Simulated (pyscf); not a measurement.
HO–Mg–SH + H₂O -> HO–Mg–OH + H₂S, a four-centre exchange (singlet surface; Mg–S, H–O broken, Mg–O, H–S formed). Optimised with ωB97X-D3(BJ)/def2-SVP in PySCF. Correlated levels are frozen-core, on RHF or UHF. ΔMP2 is the change of the MP2 total energy from the triple- to the quadruple-zeta basis. Energies in kcal/mol from the separated reactants.

Small-basis levels: PySCF, no dispersion term, spherical d functions. AM1 to PM7: differences of heats of formation from MOPAC. Cost: rough CPU time at the saddle relative to B3LYP/6-31G*, from one job on a shared machine.

| level | barrier | reaction energy | cost |
|---|---|---|---|
| HF/STO-3G | -5.2 | +24.0 | 0.04 |
| B3LYP/3-21G | -24.2 | +3.2 | 0.6 |
| B3LYP/LANL2DZ | -15.6 | -5.5 | 0.7 |
| B3LYP/6-31G* | -10.0 | +3.5 | 1 |
| B3LYP/6-311+G** | -5.2 | +5.1 | 1 |
| PBE/def2-SVP | -18.0 | +1.2 | 1 |
| PM3 | -10.5 | +0.9 | under 0.02 |
| CCSD(T)/def2-TZVPP + ΔMP2(QZVPP) | -6.3 | +4.0 | – |

Against the last row the barrier runs from -17.8 (B3LYP/3-21G) to +1.2 kcal/mol (B3LYP/6-311+G**); HF/STO-3G happens to lie closest here (1.1 kcal/mol apart). CCSD(T)/def2-TZVPP + ΔMP2(QZVPP) has limits of its own. On the reactant side the descent ends in an adduct with a Mg–O contact (not fully relaxed), 23.6 kcal/mol under the separated species and 15.0 kcal/mol under the saddle at ωB97X-D3(BJ)/def2-TZVP. On the product side the descent ends in an adduct with a Mg–S contact, 16.1 kcal/mol under the separated species and 2.2 kcal/mol under the saddle at ωB97X-D3(BJ)/def2-TZVP. At CCSD(T) the saddle lies under the separated reactants, which points to a path from their complex (located at ωB97X-D3(BJ) alone). At CCSD(T) the saddle lies under the separated products, which points to a path from their complex (located at ωB97X-D3(BJ) alone), and parting the products costs more than the saddle. What is counted as formed (Mg–O) is already present as a longer contact in the reactant adduct; forming that adduct is a step of its own. What is counted as broken (Mg–S) persists as a longer contact in the product adduct; parting that adduct is a step of its own. At ωB97X-D3(BJ) the barrier from the zero used here is -8.6 kcal/mol. This is the saddle that the search found; another between the same sides may lie lower. The CCSD(T) − MP2 part came from Ansatz, without density fitting, on the same reference. The frozen core leaves the outer d or s,p core shells of the metals and heavy elements correlated in the MP2 and CC values, and def2-TZVPP describes them poorly, which can shift differences by a few kcal/mol.
